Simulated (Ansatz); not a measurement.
**Pulling the pair apart**

The pair of F2 (SMILES FF, atoms 1–2) and H2O2 (SMILES OO, atoms 3–6), both closed shells, in one local arrangement (a lower one may exist), relaxed at PBE0-D4/def2-TZVP:

```
atom    x (Å)    y (Å)    z (Å)
  F1  -0.4775  -0.2973  -2.7370
  F2   0.1458  -0.0831  -1.5200
  O3  -0.3946  -0.3199   1.4844
  O4   0.8288   0.1907   0.9636
  H5  -0.8268  -0.6259   0.6768
  H6   0.7243   1.1356   1.1323
```

H2O2 is shifted rigidly along the line between the mean atom positions of the two fragments (negative: closer). Counterpoise interaction energies in kcal/mol. Program: Ansatz 0.2.0. Basis: def2-TZVPPD. Cores are frozen in the correlated methods. B3LYP uses VWN-RPA correlation.

```
shift (Å)  r2SCAN-D4    MP2  B3LYP-D4
    -0.26      -2.91   0.28     -0.94
    -0.13      -2.85  -0.54     -1.35
     0.00      -2.56  -0.91     -1.43
     0.13      -2.19  -1.03     -1.34
     0.31      -1.69  -0.99     -1.11
     0.65      -0.97  -0.72     -0.67
     1.30      -0.32  -0.31     -0.22
     2.59      -0.05  -0.06     -0.03
```

Question: What does CCSD(T) give at these shifts? (Judge from chemistry; the value comes from the calculation.)

Answer: By the calculation: 0.42, -0.45, -0.86, -1.00, -0.98, -0.71, -0.30, -0.06 kcal/mol. For zero shift, CCSD(T) at an estimated basis limit (MP2 extrapolated from triple and quadruple zeta, plus CCSD(T) − MP2 in triple zeta) gives -1.07 kcal/mol. These are counterpoise interaction energies, counted from the two frozen fragments.

No T1 diagnostic of these runs exceeds 0.014. The restricted Hartree–Fock reference is unstable towards an unrestricted one here.

For scale, one of the runs: CCSD(T)/def2-TZVPPD, 194 basis functions, launched by `ansatz run in.yaml --threads 4 --pin off --events-out ev --progress --plain --max-ram 9574MiB`. Time: 57 s of wall clock on 4 CPU threads of an Arm Neoverse V2; the host was shared. Peak host memory: 2.5 GiB.
